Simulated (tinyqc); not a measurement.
Inside a calculation (part 2 of 3). Method: UHF in the sto-3g basis, for NH3, spin multiplicity 1. Computed by tinyqc, a small Python program that keeps every step (integrals from PySCF). Command: `OMP_NUM_THREADS=1 python tinyqc.py 24676 24677 out.jsonl` (the two numbers bound the seeds that draw the settings). One thread of a shared host (Intel(R) Xeon(R) Processor @ 2.60GHz), about 0.1 s of CPU time with the checks.

Geometry (angstrom):
```
atom          x          y         z
N      0.000000   0.000000  0.411000
H      1.057000   0.000000  0.000000
H     -0.528000   0.915000  0.000000
H     -0.528000  -0.915000  0.000000
```

## Iteration 1: diagonalisation and new density

F(alpha) (hartree), lower triangle:
```
             1N 1s      1N 2s     1N 2px     1N 2py     1N 2pz      2H 1s      3H 1s      4H 1s
1N 1s   -14.782699
1N 2s    -3.801970  -1.605493
1N 2px    0.000378   0.023846  -0.106052
1N 2py    0.000000   0.000000   0.000000  -0.101336
1N 2pz    0.020164   0.114985   0.055287   0.000000  -0.062859
2H 1s    -0.718690  -0.666749  -0.350000   0.000000   0.124304  -0.307705
3H 1s    -0.720839  -0.662828   0.178896  -0.308676   0.173849  -0.223703  -0.326333
4H 1s    -0.720839  -0.662828   0.178896   0.308676   0.173849  -0.223703  -0.228881  -0.326333
```

F(beta) (hartree), lower triangle:
```
             1N 1s      1N 2s     1N 2px     1N 2py     1N 2pz      2H 1s      3H 1s      4H 1s
1N 1s   -14.782707
1N 2s    -3.801961  -1.605528
1N 2px    0.000002  -0.019339  -0.103269
1N 2py    0.000000   0.000000   0.000000  -0.104116
1N 2pz    0.020170   0.114863  -0.056152   0.000000  -0.062822
2H 1s    -0.720173  -0.657607  -0.352380   0.000000   0.189165  -0.323199
3H 1s    -0.720097  -0.667378   0.176098  -0.308918   0.141473  -0.225473  -0.318593
4H 1s    -0.720097  -0.667378   0.176098   0.308918   0.141473  -0.225473  -0.225354  -0.318593
```

X, lower triangle:
```
            1N 1s      1N 2s     1N 2px     1N 2py    1N 2pz      2H 1s      3H 1s     4H 1s
1N 1s    1.024620
1N 2s   -0.147620   1.280254
1N 2px   0.000006  -0.000102   1.106940
1N 2py   0.000000   0.000000   0.000000   1.107094
1N 2pz   0.008551  -0.085885   0.000041   0.000000  1.028520
2H 1s    0.020973  -0.254840  -0.247893   0.000000  0.084900   1.172495
3H 1s    0.020986  -0.255160   0.123999  -0.214893  0.085033  -0.039776   1.172792
4H 1s    0.020986  -0.255160   0.123999   0.214893  0.085033  -0.039776  -0.039791  1.172792
```

Diagonalise F' = X^T F X, C = X C', fill 5 alpha and 5 beta electrons from the bottom; D(s) = C_occ C_occ^T. Each column has its largest component positive (the first on a tie).

F' = X^T F X (alpha) (hartree), lower triangle:
```
            1          2          3          4          5          6          7         8
1  -14.485762
2   -2.076611  -0.533085
3   -0.003246   0.027961   0.151879
4    0.000000   0.000000   0.000000   0.160540
5    0.039132  -0.045657   0.073517   0.000000  -0.002024
6   -0.075552  -0.413093  -0.448642   0.000000   0.091857   0.107183
7   -0.079132  -0.395524   0.224804  -0.393386   0.171435  -0.071866   0.093197
8   -0.079132  -0.395524   0.224804   0.393386   0.171435  -0.071866  -0.075888  0.093197
```

orbital energies (alpha) (hartree): MO1 -14.792074, MO2 -0.832793, MO3 -0.391537, MO4 -0.387517, MO5 -0.075953, MO6 0.617040, MO7 0.721161, MO8 0.726797

coefficients C (alpha):
```
              MO1        MO2        MO3        MO4        MO5        MO6        MO7        MO8
1N 1s    0.992855  -0.202382   0.000000  -0.002186  -0.092766  -0.194008   0.000000   0.007921
1N 2s    0.032572   0.655870   0.000000   0.004482   0.425217   1.116960   0.000000  -0.060996
1N 2px  -0.000038  -0.015240   0.000000   0.579731  -0.110815   0.101958   0.000000   0.979041
1N 2py   0.000000   0.000000   0.571768   0.000000   0.000000   0.000000   0.995539   0.000000
1N 2pz  -0.004146  -0.125134   0.000000  -0.028830   0.893395  -0.494104   0.000000   0.167843
2H 1s   -0.006382   0.211857   0.000000   0.520994   0.021998  -0.729839   0.000000  -0.813906
3H 1s   -0.006319   0.227169   0.451425  -0.249424  -0.169021  -0.592768  -0.759982   0.487629
4H 1s   -0.006319   0.227169  -0.451425  -0.249424  -0.169021  -0.592768   0.759982   0.487629
```

F' = X^T F X (beta) (hartree), lower triangle:
```
            1          2          3          4          5          6          7         8
1  -14.485774
2   -2.076594  -0.533128
3    0.003153  -0.024492   0.154668
4    0.000000   0.000000   0.000000   0.157753
5    0.039156  -0.045813  -0.073903   0.000000  -0.001972
6   -0.080050  -0.388701  -0.447846   0.000000   0.197495   0.094562
7   -0.076887  -0.407703   0.224239  -0.394170   0.118713  -0.071923   0.099501
8   -0.076887  -0.407703   0.224239   0.394170   0.118713  -0.071923  -0.075776  0.099501
```

orbital energies (beta) (hartree): MO1 -14.792081, MO2 -0.832590, MO3 -0.390996, MO4 -0.388259, MO5 -0.075713, MO6 0.615936, MO7 0.724025, MO8 0.724789

coefficients C (beta):
```
              MO1        MO2        MO3        MO4        MO5        MO6        MO7        MO8
1N 1s    0.992856  -0.202430   0.000000  -0.001284  -0.092515  -0.193561   0.000000  -0.016299
1N 2s    0.032571   0.656039   0.000000   0.008352   0.424030   1.113598   0.000000   0.109347
1N 2px   0.000001   0.007965   0.000000   0.575813   0.109713  -0.146924   0.000000   0.975843
1N 2py   0.000000   0.000000   0.575764   0.000000   0.000000   0.000000   0.993233   0.000000
1N 2pz  -0.004146  -0.125093   0.000000   0.025938   0.893992  -0.485938   0.000000  -0.187816
2H 1s   -0.006291   0.223569   0.000000   0.511612  -0.231236  -0.507075   0.000000  -0.943179
3H 1s   -0.006364   0.221390   0.448367  -0.264369  -0.041980  -0.699673  -0.761790   0.348326
4H 1s   -0.006364   0.221390  -0.448367  -0.264369  -0.041980  -0.699673   0.761790   0.348326
```

D(alpha) after iteration 1, lower triangle:
```
            1N 1s      1N 2s     1N 2px     1N 2py     1N 2pz      2H 1s      3H 1s     4H 1s
1N 1s    1.035330
1N 2s   -0.139852   0.612056
1N 2px   0.012059  -0.054519   0.348601
1N 2py   0.000000   0.000000   0.000000   0.326918
1N 2pz  -0.061605   0.297551  -0.113808   0.000000   0.814661
2H 1s   -0.052393   0.150432   0.296371   0.000000  -0.021851   0.316843
3H 1s   -0.036024   0.075799  -0.129330   0.258110  -0.172212  -0.085499   0.346210
4H 1s   -0.036024   0.075799  -0.129330  -0.258110  -0.172212  -0.085499  -0.061358  0.346210
```

D(beta) after iteration 1, lower triangle:
```
            1N 1s     1N 2s     1N 2px     1N 2py     1N 2pz      2H 1s      3H 1s     4H 1s
1N 1s    1.035301
1N 2s   -0.139704  0.611319
1N 2px  -0.012500  0.056556   0.343661
1N 2py   0.000000  0.000000   0.000000   0.331504
1N 2pz  -0.061535  0.297095   0.112022   0.000000   0.815561
2H 1s   -0.030767  0.052687   0.271003   0.000000  -0.221394   0.365239
3H 1s   -0.046911  0.125024  -0.155070   0.258153  -0.072055  -0.076011   0.321740
4H 1s   -0.046911  0.125024  -0.155070  -0.258153  -0.072055  -0.076011  -0.080325  0.321740
```

## Iteration 2: building the Fock matrix

core Hamiltonian H = T + V (hartree), lower triangle:
```
             1N 1s      1N 2s     1N 2px     1N 2py     1N 2pz      2H 1s      3H 1s      4H 1s
1N 1s   -25.595484
1N 2s    -5.890480  -7.641863
1N 2px    0.000006   0.000049  -6.324337
1N 2py    0.000000   0.000000   0.000000  -6.324491
1N 2pz    0.013727   0.164790  -0.000039   0.000000  -6.231631
2H 1s    -1.106282  -2.716621  -2.012100   0.000000   0.824245  -4.251434
3H 1s    -1.107705  -2.718986   1.006243  -1.743780   0.825169  -0.874348  -4.252877
4H 1s    -1.107705  -2.718986   1.006243   1.743780   0.825169  -0.874348  -0.874710  -4.252877
```

nuclear repulsion = 10.66937011 hartree

Given earlier and not repeated: Two-electron integrals (ij|kl) in chemists' order.

J_ij = sum D_kl (ij|kl) with D = D(alpha) + D(beta), K_ij = sum D_kl (ik|jl) for each spin; F = H + J - K(s); E = tr D H + tr D J / 2 - 0.5 sum_s tr D(s) K(s) + E_nn.

Coulomb J (hartree), lower triangle:
```
            1N 1s      1N 2s     1N 2px     1N 2py     1N 2pz     2H 1s     3H 1s     4H 1s
1N 1s   14.416876
1N 2s    2.678731   6.775794
1N 2px   0.000038   0.000298   6.768939
1N 2py   0.000000   0.000000   0.000000   6.767304
1N 2pz   0.007765  -0.031036  -0.000153   0.000000   6.770229
2H 1s    0.501120   2.419907   1.961886   0.000000  -0.776409  4.424764
3H 1s    0.501760   2.421477  -0.980724   1.699501  -0.777052  0.778534  4.423292
4H 1s    0.501760   2.421477  -0.980724  -1.699501  -0.777052  0.778534  0.778731  4.423292
```

exchange K(alpha) (hartree), lower triangle:
```
            1N 1s      1N 2s     1N 2px     1N 2py     1N 2pz     2H 1s     3H 1s     4H 1s
1N 1s    4.225427
1N 2s    0.703273   1.022356
1N 2px  -0.000494  -0.023601   0.720402
1N 2py   0.000000   0.000000   0.000000   0.710610
1N 2pz  -0.002372   0.063742  -0.054268   0.000000   0.882159
2H 1s    0.136474   0.442962   0.365777   0.000000  -0.126651  0.594026
3H 1s    0.136982   0.441230  -0.183662   0.318520  -0.145460  0.134105  0.609889
4H 1s    0.136982   0.441230  -0.183662  -0.318520  -0.145460  0.134105  0.136499  0.609889
```

exchange K(beta) (hartree), lower triangle:
```
            1N 1s     1N 2s     1N 2px     1N 2py     1N 2pz     2H 1s     3H 1s     4H 1s
1N 1s    4.225410
1N 2s    0.703296  1.022287
1N 2px   0.000396  0.024078   0.715596
1N 2py   0.000000  0.000000   0.000000   0.715274
1N 2pz  -0.002368  0.063592   0.053528   0.000000   0.882619
2H 1s    0.136874  0.440249   0.367487   0.000000  -0.151602  0.615879
3H 1s    0.136789  0.442612  -0.182832   0.318024  -0.133029  0.135366  0.598921
4H 1s    0.136789  0.442612  -0.182832  -0.318024  -0.133029  0.135366  0.134000  0.598921
```

F(alpha) (hartree), lower triangle:
```
             1N 1s      1N 2s     1N 2px     1N 2py     1N 2pz      2H 1s      3H 1s      4H 1s
1N 1s   -15.404034
1N 2s    -3.915022  -1.888425
1N 2px    0.000537   0.023947  -0.275801
1N 2py    0.000000   0.000000   0.000000  -0.267798
1N 2pz    0.023864   0.070012   0.054077   0.000000  -0.343560
2H 1s    -0.741636  -0.739676  -0.415991   0.000000   0.174488  -0.420697
3H 1s    -0.742928  -0.738738   0.209181  -0.362799   0.193578  -0.229918  -0.439474
4H 1s    -0.742928  -0.738738   0.209181   0.362799   0.193578  -0.229918  -0.232478  -0.439474
```

F(beta) (hartree), lower triangle:
```
             1N 1s      1N 2s     1N 2px     1N 2py     1N 2pz      2H 1s      3H 1s      4H 1s
1N 1s   -15.404017
1N 2s    -3.915045  -1.888356
1N 2px   -0.000352  -0.023731  -0.270994
1N 2py    0.000000   0.000000   0.000000  -0.272461
1N 2pz    0.023860   0.070163  -0.053719   0.000000  -0.344021
2H 1s    -0.742036  -0.736963  -0.417701   0.000000   0.199438  -0.442549
3H 1s    -0.742734  -0.740120   0.208351  -0.362302   0.181147  -0.231179  -0.428506
4H 1s    -0.742734  -0.740120   0.208351   0.362302   0.181147  -0.231179  -0.229980  -0.428506
```

total energy of this density = -55.39390477 hartree

## Iteration 2: diagonalisation and new density

As before.

F' = X^T F X (alpha) (hartree), lower triangle:
```
            1          2          3          4          5          6          7          8
1  -15.111502
2   -2.076229  -0.838227
3   -0.002941   0.029261  -0.013044
4    0.000000   0.000000   0.000000  -0.002097
5    0.047188  -0.096255   0.063967   0.000000  -0.276753
6   -0.083997  -0.414563  -0.464812   0.000000   0.133365   0.013493
7   -0.086208  -0.398686   0.229060  -0.402896   0.174876  -0.053932  -0.007533
8   -0.086208  -0.398686   0.229060   0.402896   0.174876  -0.053932  -0.056588  -0.007533
```

orbital energies (alpha) (hartree): MO1 -15.411415, MO2 -1.040114, MO3 -0.547836, MO4 -0.546875, MO5 -0.376366, MO6 0.488804, MO7 0.593833, MO8 0.596773

coefficients C (alpha):
```
              MO1        MO2        MO3        MO4        MO5        MO6        MO7        MO8
1N 1s    0.993770  -0.219263   0.006374   0.000000  -0.080604  -0.175444   0.000000  -0.007647
1N 2s    0.028488   0.761368  -0.036628   0.000000   0.397457   1.059369   0.000000   0.036154
1N 2px  -0.000076  -0.017790   0.602319   0.000000   0.011533  -0.004385   0.000000   0.976863
1N 2py   0.000000   0.000000   0.000000   0.590174   0.000000   0.000000   0.984739   0.000000
1N 2pz  -0.003893  -0.095536  -0.133627   0.000000   0.885814  -0.520271   0.000000   0.068001
2H 1s   -0.005418   0.163634   0.502212   0.000000   0.007153  -0.652775   0.000000  -0.898199
3H 1s   -0.005449   0.171100  -0.222061   0.437220  -0.202110  -0.651001  -0.768242   0.433952
4H 1s   -0.005449   0.171100  -0.222061  -0.437220  -0.202110  -0.651001   0.768242   0.433952
```

F' = X^T F X (beta) (hartree), lower triangle:
```
            1          2          3          4          5          6          7         8
1  -15.111477
2   -2.076272  -0.838088
3    0.003154  -0.029801  -0.007445
4    0.000000   0.000000   0.000000  -0.007503
5    0.047162  -0.096039  -0.063225   0.000000  -0.277265
6   -0.086607  -0.392760  -0.459730   0.000000   0.188139  -0.013058
7   -0.084895  -0.409649   0.233597  -0.403281   0.147420  -0.054872   0.005834
8   -0.084895  -0.409649   0.233597   0.403281   0.147420  -0.054872  -0.054727  0.005834
```

orbital energies (beta) (hartree): MO1 -15.411400, MO2 -1.040079, MO3 -0.549719, MO4 -0.544811, MO5 -0.376656, MO6 0.488733, MO7 0.592896, MO8 0.597868

coefficients C (beta):
```
              MO1        MO2        MO3        MO4        MO5        MO6        MO7        MO8
1N 1s    0.993770  -0.219257  -0.006865   0.000000  -0.080481  -0.175493   0.007616   0.000000
1N 2s    0.028491   0.761333   0.038845   0.000000   0.396701   1.059607  -0.035904   0.000000
1N 2px   0.000061   0.017139   0.595151   0.000000  -0.008797   0.002076   0.981294   0.000000
1N 2py   0.000000   0.000000   0.000000   0.597417   0.000000   0.000000   0.000000   0.980362
1N 2pz  -0.003894  -0.095803   0.129959   0.000000   0.886631  -0.519766  -0.067957   0.000000
2H 1s   -0.005453   0.171824   0.470497   0.000000  -0.270282  -0.649547  -0.875253   0.000000
3H 1s   -0.005432   0.167032  -0.264386   0.431545  -0.062859  -0.652734   0.451374  -0.771444
4H 1s   -0.005432   0.167032  -0.264386  -0.431545  -0.062859  -0.652734   0.451374   0.771444
```

D(alpha) after iteration 2, lower triangle:
```
            1N 1s      1N 2s     1N 2px     1N 2py     1N 2pz      2H 1s      3H 1s     4H 1s
1N 1s    1.042193
1N 2s   -0.170899   0.739806
1N 2px   0.006734  -0.031025   0.363238
1N 2py   0.000000   0.000000   0.000000   0.348306
1N 2pz  -0.055174   0.284118  -0.068570   0.000000   0.811666
2H 1s   -0.038639   0.108880   0.299664   0.000000  -0.076384   0.279074
3H 1s   -0.028055   0.057919  -0.139126   0.258036  -0.165684  -0.084940   0.310626
4H 1s   -0.028055   0.057919  -0.139126  -0.258036  -0.165684  -0.084940  -0.071697  0.310626
```

D(beta) after iteration 2, lower triangle:
```
            1N 1s     1N 2s     1N 2px     1N 2py     1N 2pz      2H 1s      3H 1s     4H 1s
1N 1s    1.042177
1N 2s   -0.170808  0.739320
1N 2px  -0.007075  0.032680   0.354576
1N 2py   0.000000  0.000000   0.000000   0.356907
1N 2pz  -0.055113  0.283726   0.067904   0.000000   0.812197
2H 1s   -0.024570  0.041715   0.285339   0.000000  -0.194935   0.323973
3H 1s   -0.035147  0.091806  -0.153934   0.257812  -0.106073  -0.078674   0.288012
4H 1s   -0.035147  0.091806  -0.153934  -0.257812  -0.106073  -0.078674  -0.084451  0.288012
```
